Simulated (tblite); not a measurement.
Species: C4H8.
SMILES: `C=C(C)C`

Computed with GFN2-xTB (tblite): harmonic, unscaled wavenumbers at the GFN2-xTB geometry, gas phase. Against measured fundamentals such values can be off by several per cent, at times by over 20.

Harmonic wavenumbers (cm⁻¹): 110.0, 156.7, 377.8, 428.4, 429.7, 690.8, 868.3, 892.4, 955.5, 988.9, 1000.0, 1072.5, 1082.6, 1281.4, 1400.8, 1402.0, 1427.0, 1476.7, 1481.2, 1487.6, 1492.3, 1740.5, 2997.4, 3001.0, 3009.7, 3016.5, 3047.0, 3048.8, 3102.6, 3124.9.

A = 9228, B = 8534, C = 4690 MHz; mass 56.063 u (most abundant isotopes); point group C2v, symmetry number 2.

**Question.** Zero-point energy?

**Answer.** ½Σν̃ = 23296 cm⁻¹ = 66.61 kcal/mol.

**Question.** Entropy at 350 K, 1 bar (ideal gas, RRHO, classical rotation)?

**Answer.** Translation 38.82, rotation 23.38, vibration 12.08: S = 74.3 cal/(mol K).

**Question.** And Cp and H(350 K) − H(0)?

**Answer.** Cp = 23.46 cal/(mol K), of which vibrations give 15.51 (their classical limit is 30 R = 59.6); H(350 K) − H(0) = 5.21 kcal/mol without the zero-point energy, 2.43 from vibrations.

**Question.** What must be added to the electronic energy to get the Gibbs energy at 350 K and 1 bar?

**Answer.** ZPE + [H(350 K) − H(0)] − T·S = 66.61 + 5.21 − 26.00 = 45.82 kcal/mol.

**Question.** How do the functions run with temperature in this model?

**Answer.** 
| T (K) | S (cal/(mol K)) | Cp (cal/(mol K)) | H − H(0) (kcal/mol) | G − H(0) (kcal/mol) | ln q(vib) |
| --- | --- | --- | --- | --- | --- |
| 50 | 47.2 | 9.3 | 0.42 | -1.94 | 0.05 |
| 100 | 54.4 | 11.5 | 0.94 | -4.50 | 0.35 |
| 298.15 | 70.7 | 20.6 | 4.07 | -17.03 | 2.08 |
| 373.15 | 75.8 | 24.7 | 5.77 | -22.52 | 2.82 |
| 500 | 84.0 | 31.2 | 9.32 | -32.66 | 4.15 |
| 750 | 98.6 | 40.9 | 18.41 | -55.52 | 6.91 |
| 1000 | 111.4 | 47.8 | 29.55 | -81.80 | 9.67 |

q(vib) and H(0) count from the zero-point level.

**Question.** Blend soft modes into free rotors: weight 1/[1 + (100 cm⁻¹/ν̃)⁴] for the oscillator and the rest for a rotor with moment μB/(μ + B), μ = h/(8π²ν), B = 10⁻⁴⁴ kg m². What vibrational entropy results?

**Answer.** 11.77 cal/(mol K) in place of 12.08, which changes −T·S at 350 K by +0.11 kcal/mol.

Hindered rotation and anharmonicity are outside this model.
